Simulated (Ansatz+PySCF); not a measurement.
Results of a calculation; reference values are marked as such.
## Ansatz (development build ahead of 0.2.0) run

```yaml
crystal:
  periodic: [false, false, false]
  atoms:
    - { symbol: B, position_ang: [0.0, 0.0, 0.0] }
    - { symbol: C, position_ang: [1.02982, 1.3731, 2.97284] }
basis:
  gaussian: { orbitals: "6-31G" }
magnetization:
  initial_magnetization: 3
hamiltonian:
  xc: hf
correlation:
  method: ccsd_t
  frozen_orbitals: { B: 1, C: 1 }
```

The input is written out in the form of the current development build from the run's settings. Correlation on restricted open-shell orbitals is semicanonical, with singles.

Results

* Converged: yes
* Reference energy: -62.19962 hartree
* CCSD correlation energy: -0.08169 hartree
* Triples correction: -0.00090 hartree
* Total energy: -62.28221 hartree
* Spin squared of the determinant: 3.750
* Stability test: minimum among restricted orbitals
* T1 diagnostic: 0.017
* Largest doubles amplitude: 0.15
* Occupied orbitals by symmetry in an Abelian subgroup (alpha; beta): 5 A1 1 B1 1 B2; 4 A1
